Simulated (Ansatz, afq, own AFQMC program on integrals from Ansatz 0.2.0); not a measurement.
**AlGeH3, triplet in cc-pVDZ, levels against CCSDT(Q)**

```xyz
5

Ge    0.0000    0.0032    0.7571
Al    0.0000    0.0167   -1.8285
H     0.0000   -1.1750   -0.4756
H     0.0000   -1.0743   -2.9759
H     0.0000    1.5689   -2.1659
```

Connectivity, by distances: Ge–AlH2, 1 bridging H.

Basis cc-pVDZ. Noble-gas cores (and the filled d shells of Ga–Kr and In–Xe) are frozen. Integrals, coupled cluster, full CI and functionals: Ansatz 0.2.0; the random walks run on the same integrals in our own AFQMC program. The CISD trial takes its coefficients from CCSD amplitudes. Released means that phaseless walkers are propagated on without the constraint, phases kept. Free projection: walkers drawn from exp(T), propagated without any constraint. Its projection time is finite, and what remains of the start isn't in its error. Uncertainties: one standard error, sampling alone. No spin–orbit coupling.

Determinant: UHF, the one that the program's search chose, which needn't be the lowest solution. The geometry is a PBE0/def2-TZVP stationary point of this or a neighbouring charge and spin state.

No full CI on the walks' own integrals is used here; CCSDT(Q) serves as the reference and is uncertain by about the last step of the cluster series.

Cautions: no relativity below Rb; no spin-orbit coupling; inner d shell frozen.

```
T1 diagnostic                               : 0.0227
weight of the determinant in the CISD state : 0.875
⟨S²⟩ of the determinant                     : 2.025
size of the correlated space                : 10 electrons in 41 orbitals
```

Reference: CCSDT(Q), correlation energy -4.881 eV. The released energy is read at 2.40 1/Eh (meV from the phaseless value at times in 1/Eh: 0 ± 13 at 0.24, 2 ± 9 at 0.51, -13 ± 9 at 0.99, -19 ± 10 at 1.62, -12 ± 13 at 2.40).

```tsv
level	E − E(reference) (mEh)	share of correlation (%)
HF	179.36	0.00
MP2	44.34	75.28
CCSD	6.05	96.63
CCSD(T)	1.45	99.19
CCSDT	0.21	99.88
ph-AFQMC/HF	-1.91 ± 1.10	101.06
ph-AFQMC/CISD	0.49 ± 0.36	99.73
released AFQMC	0.04 ± 0.48	99.98
free AFQMC	0.56 ± 0.37	99.69
```

Free projections are given only where their last times agree within the noise and don't stop above the reference; a slow remainder of the start can still hide under it. A walk keeps the symmetry of its determinant, which the program's search chose and which needn't be the lowest solution, so a lower state of the same spin and another symmetry isn't excluded. Released energies are given only where the last usable release times agree within the noise; a slower fall can still hide under it.
